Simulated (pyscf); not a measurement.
PySCF, gas phase, ωB97X-D3(BJ)/def2-SVP geometries. Correlated levels are frozen-core, on RHF or UHF. ΔMP2 is the change of the MP2 total energy from the triple- to the quadruple-zeta basis.

Estimate the classical barrier height and the reaction energy of O=SiH₂ + NH₃ → HO–SiH: [singlet] + NH₃ at CCSD(T)/def2-TZVPP + ΔMP2(QZVPP). The step runs on the singlet surface, breaks H–Si, H–N and forms H–O, H–N; take the separated reactants as zero.

ΔE‡ = 113.6 kJ/mol, ΔE = -4.5 kJ/mol. Zero-point energy shifts the barrier by +4.2 kJ/mol. It is a concerted two-bond exchange, with an imaginary mode of 1257i cm⁻¹. On the reactant side the descent ends in a complex, 22.0 kJ/mol under the separated species and 128.1 kJ/mol under the saddle at ωB97X-D3(BJ)/def2-TZVP. On the product side the descent ends in a bound adduct, 42.8 kJ/mol under the separated species and 149.5 kJ/mol under the saddle at ωB97X-D3(BJ)/def2-TZVP. The reactants may also form a dative adduct at O=SiH₂; it and routes through it were not searched. The same reactants have a lower exit, to H₂N–SiH₂–OH (barrier -82.0 kJ/mol at ωB97M-D3(BJ), against +103.6 kJ/mol here). One saddle was located; it need not be the lowest between these sides. The CCSD(T) − MP2 part came from Ansatz, without density fitting, on the same reference.
